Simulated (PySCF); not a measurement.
# Calculated NMR parameters of CCCO

- Formula: C3H8O
- SMILES: CCCO
- InChI: InChI=1S/C3H8O/c1-2-3-4/h4H,2-3H2,1H3
- Point group of the computed structure: C1
- Degrees of unsaturation: 0
- Carbon signals: 3
- Proton signals: 4

Structure with atom numbers: `[CH3:1][CH2:2][CH2:3][OH:4]`; H(Xn) means a hydrogen on atom n.

One computed conformer, no solvent model, fast rotation and ring inversion assumed for equivalent nuclei, no relativistic terms. Geometry from PBE0-D3(BJ)/def2-SVP; spin–spin couplings from B3LYP/pcJ-1 (without the spin–dipole term); σ from GIAO-PBE0/pcSseg-1; PySCF.

Shifts are taken against calculated references (same method and geometry level): ¹H (σ = 31.27 ppm) and ¹³C (σ = 184.41 ppm) vs TMS; ¹⁷O (σ = 334.56 ppm) vs H2O.

```tsv
carbon	δC, type	δH (multiplicity, J in Hz)	HMBC from (abs. J ≥ 3 Hz)	span of the C tensor (ppm)
C1	10.9, CH3	0.86 (t, 8.4)	H(C2)	20
C2	31.3, CH2	1.34 (sext, 8.2)	H(C1)	33
C3	68.1, CH2	3.44 (t, 8.0)	H(C2), H(C1)	75
```

Other nuclei:
| atoms | nucleus | environment | δ (ppm) | σ (ppm) |
| --- | --- | --- | --- | --- |
| H(O4) | ¹H | hydrogen on an alcohol oxygen | -0.36 | 31.63 |
| O4 | ¹⁷O | alcohol oxygen | 44.4 | 290.2 |

Selected couplings (Hz, signed; the shortest-range and largest first, 30 at most; isotopes ¹³C, ¹H): ¹J(C3,H(C3)) 143.3, ¹J(C1,H(C1)) 132.0, ¹J(C2,H(C2)) 130.7, ¹J(C2,C3) 37.1, ¹J(C1,C2) 36.3, ²J(C1,C3) 1.9, ³J(H(C1),H(C2)) 8.4, ³J(H(C2),H(C3)) 8.0.

- Carbon types of the structure: 2 × CH2, 1 × CH3, leaving 1 H on heteroatoms.
- δC 68.1: sp3 CH2 bonded to O; deshielded by the electronegative neighbour.
- δC 31.3: sp3 CH2; saturated and bonded to C and H only.
- δH 3.44: hydrogen on an sp3 CH2 bonded to O; its carbon carries O, an electronegative neighbour.
- δH 0.86: hydrogen on a methyl carbon; far from electronegative atoms and π systems.
- δH -0.36: hydrogen on an alcohol oxygen; exchangeable; this is the value without hydrogen bonding to other molecules.
- The protons at 0.86 and 1.34 share a coupling of 8.4 Hz (vicinal).
- The protons at 1.34 and 3.44 share a coupling of 8.0 Hz (vicinal).

The OH or NH signal is concentration- and solvent-dependent in practice; the value given is the gas-phase one. Splittings below 1 Hz are ignored in the labels, and close J values are merged. Unscaled 3J(H,H) at this level run about 9 % above measured values. Shifts are as computed. Against solution values, carbons near 30 ppm lie about +2 ppm off and those near 130 ppm about +4 ppm. Of 246 compounds with measured shifts, 49 miss one by over three times the rms of a fit or turn the order of signals round; such compounds aren't used in these exercises. Couplings to exchangeable protons are dropped. Experimental scales use liquid or dissolved standards, which lie at an offset from isolated H2O (liquid H2O: subtract about 36 ppm). Chain 3J(H,H) values assume equally populated staggered rotamers: (2 J gauche + J anti)/3.
